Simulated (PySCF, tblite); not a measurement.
**C₂H₄NO−, an ion with solvent molecules as drawn: NMR shifts, interaction energy, infrared bands, spin-spin couplings and core binding energies**

An exercise on one series of results from a longer session: the logs are not shown, and one member is left open.

Programs: tblite 0.8.0 and PySCF 2.14.0. All values are calculated, for the isolated system unless a continuum is named. Atoms count from 0, parts from 1.

## The system as given

8 atoms, charge -1, multiplicity 1; geometry: rigid parts in contact. Parts: 1 = atoms 0–1, `[OH-]`, charge -1; 2 = atoms 2–7, `CC#N`, charge 0.

Set-up of the first run:

The job: settings as JSON, then the geometry in Å.

```
{"job": {"kind": "dock", "xc": "GFN2-xTB", "basis": "xTB"}, "charge": -1, "multiplicity": 1, "parts": [{"atoms": "0-1", "charge": -1, "multiplicity": 1}, {"atoms": "2-7", "charge": 0, "multiplicity": 1}]}
O      0.489208    -0.013108    -0.005507
H     -0.489208     0.013108     0.005507
C     -1.042183     2.239619    -1.472491
C     -1.847358     2.746634    -0.396039
N     -2.487594     3.149864     0.460183
H     -0.498661     3.060657    -1.938454
H     -0.332654     1.510008    -1.084013
H     -1.683116     1.763017    -2.213246
```

With the program's defaults for keys left out, this is: GFN2-xTB search for minima from random contacts, gas phase.

Command:

```console
OMP_NUM_THREADS=1 python cluster_run.py task.json out
```

The driver reads the jobs from task.json and runs them one after another.

Steps of the session up to this table: Bringing the parts together with GFN2-xTB; Relaxing the molecule at PBE0-D3(BJ)/def2-TZVPD; Nuclear shieldings: PBE0/aug-pcSseg-2; Coupled-cluster interaction energy: CCSD(T) and MP2.

One of the session's tables, all rows but one given; the rest of the session is left out.

It belongs to the step «Coupled-cluster interaction energy: CCSD(T) and MP2». 

| method | interaction energy (kcal/mol) |
| --- | --- |
| HF/aug-cc-pVDZ | -108.67 |
| MP2/aug-cc-pVDZ | ? |
| CCSD/aug-cc-pVDZ | -92.33 |
| CCSD(T)/aug-cc-pVDZ | -90.05 |
| HF/aug-cc-pVQZ | -110.65 |
| MP2/aug-cc-pVQZ | -100.99 |
| SCS-MP2/aug-cc-pVQZ | -97.84 |
| MP2, extrapolated | -101.78 |
| CCSD(T), limit estimate | -96.89 |

Estimate the missing values for MP2/aug-cc-pVDZ.

**Answer.** interaction energy (kcal/mol): -94.93. In the column «interaction energy (kcal/mol)» it lies between CCSD(T), limit estimate (-96.89) and CCSD/aug-cc-pVDZ (-92.33).

At this geometry H6 has moved to O0 of another part (1.02 Å), so this energy is mostly that of cutting a chemical bond between strained fragments, not an intermolecular interaction.

Limits of these values: Shifts at one fixed geometry are not the observed spectrum, which averages over the motion. The interaction energy leaves out the deformation of the parts, 71.85 kcal/mol at MP2. So large a deformation means that a part is far from its own minimum, so a sum across the two methods would be rough. The parts are strongly deformed in the cluster, so the interaction energy holds bonds cut by the partition and is not to be read as the attraction of intact molecules.
